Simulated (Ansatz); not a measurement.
Species: CCl4, SMILES `ClC(Cl)(Cl)Cl` (charge 0, multiplicity 1).

Q: Give a relaxed geometry from Ansatz (a first-principles code) with PBE0-D3(BJ)/def2-TZVP.

A: the end point of this relaxation (outside a Z-matrix the atoms follow the SMILES, hydrogens last).
Cartesian coordinates (Å) in one orientation:
```xyz
5

Cl     1.370    -1.108    -0.064
C      0.000     0.000     0.000
Cl     0.577     1.658    -0.159
Cl    -1.112    -0.364    -1.319
Cl    -0.835    -0.186     1.541
```
